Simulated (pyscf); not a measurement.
PySCF, gas phase, ωB97X-D3(BJ)/def2-SVP geometries.

Task: O=CH–O–Bi(OH)–OH + water (H₂O) → HO–Bi(OH)–OH + formic acid (O=CH–OH)
Surface: singlet. Broken: Bi–O, H–O. Formed: Bi–O, H–O. Give ΔE‡ and ΔE from ωB97M-D3(BJ)/def2-TZVP, relative to the separated reactants.

Result: ΔE‡ = 1.4 kcal/mol, ΔE = +6.5 kcal/mol. Zero-point energy shifts the barrier by -0.2 kcal/mol. It is a concerted two-bond exchange, with an imaginary mode of 373i cm⁻¹. On the reactant side the descent ends in an adduct with a Bi–O contact (not fully relaxed), 12.0 kcal/mol under the separated species and 13.5 kcal/mol under the saddle at ωB97X-D3(BJ)/def2-TZVP. On the product side the descent ends in a bound adduct, 16.3 kcal/mol under the separated species and 10.1 kcal/mol under the saddle at ωB97X-D3(BJ)/def2-TZVP. At ωB97M-D3(BJ) the saddle lies under the separated products, which points to a path from their complex (located at ωB97X-D3(BJ) alone), and parting the products costs more than the saddle. What is counted as formed (Bi–O) is already present as a longer contact in the reactant adduct; forming that adduct is a step of its own. One saddle was located; it need not be the lowest between these sides. Elements past Kr carry the def2 core potentials, without spin-orbit coupling.
